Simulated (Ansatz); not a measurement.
Cost and result for the atomization energy of CH5BSi, SMILES `B1C[SiH2]1` (8 atoms, 8 bonds).

Total charge 0; spin multiplicity 1. Geometry: relaxed with PBE0-D4/def2-TZVP. Program: Ansatz. All runs use 2 threads of an Arm Neoverse V2 on a shared host. Times are those of one run each, without the atoms' runs, and a repeat can differ threefold. Electronic energies, without spin–orbit coupling; frozen cores. CCSD(T)/CBS adds CCSD(T) − MP2 in def2-TZVPP to the MP2 limit, and its time is that of the two runs behind it. T1 = 0.014. B3LYP takes the VWN-RPA correlation (the form of Gaussian; ORCA's B3LYP/G).

CCSD(T)/CBS is a level of theory with its own doubt, some kJ/mol a heavy atom from the limit and from the frozen cores, so smaller differences don't rank the functionals.

```tsv
level	functions	atomization (kcal/mol)	difference from CCSD(T)/CBS	per bond
CCSD(T)/def2-TZVPP	174	622.1	-14.8	-1.8
B3LYP-D4/def2-TZVPP (with forces)	174	640.6	3.7	0.5
ωB97X-V/def2-TZVPP	174	641.5	4.6	0.6
CCSD(T)/CBS(def2)	–	636.9	0.0	0.0
MP2/def2-QZVPP	334	635.5	-1.4	-0.2
PBE0-D4/def2-TZVPP	174	642.2	5.3	0.7
CCSD(T)/def2-SVP	71	605.0	-31.9	-4.0
LDA (SPW92)/def2-TZVPP	174	722.7	85.8	10.7
B2PLYP/def2-TZVPP	174	633.0	-3.9	-0.5
revPBE-D4/def2-TZVPP	174	635.7	-1.2	-0.1
r2SCANh-D4/def2-TZVPP	174	642.2	5.3	0.7
r2SCAN-D4/def2-TZVPP (with forces)	174	645.0	8.1	1.0
BHLYP-D4/def2-TZVPP	174	627.8	-9.1	-1.1
```

(1) Order the runs by time, with rough figures. (An estimate is asked.)

Results:

(1) The calculation gave: LDA (SPW92)/def2-TZVPP 0.8 s; CCSD(T)/def2-SVP 0.9 s; revPBE-D4/def2-TZVPP 1.4 s; BHLYP-D4/def2-TZVPP 1.8 s; PBE0-D4/def2-TZVPP 1.9 s; B3LYP-D4/def2-TZVPP (with forces) 2.5 s; r2SCANh-D4/def2-TZVPP 3 s; r2SCAN-D4/def2-TZVPP (with forces) 3.2 s; B2PLYP/def2-TZVPP 3.4 s; ωB97X-V/def2-TZVPP 5.5 s; MP2/def2-QZVPP 12 s; CCSD(T)/def2-TZVPP 19 s; CCSD(T)/CBS(def2) 31 s.

Leaving LDA and LC-ωPBE aside and taking each functional with its dispersion term where it has one, the values, not all of them listed here, spread over 20.9 kcal/mol, from BHLYP-D4 to PBE-D4. LDA lies +77.0 kcal/mol from PBE without D4, its usual overbinding. From r2SCAN to r2SCAN0 (25 % exact exchange), in def2-TZVPP and without D4, the atomization energy moves by −6.8 kcal/mol: exact exchange takes away binding that semilocal exchange gives to molecules. At CCSD(T), def2-SVP lies −31.9 kcal/mol from the extrapolated value and def2-TZVPP −14.8 kcal/mol: correlation converges slowly with the basis, and small sets miss more of it in the bonded molecule than in its fragments.
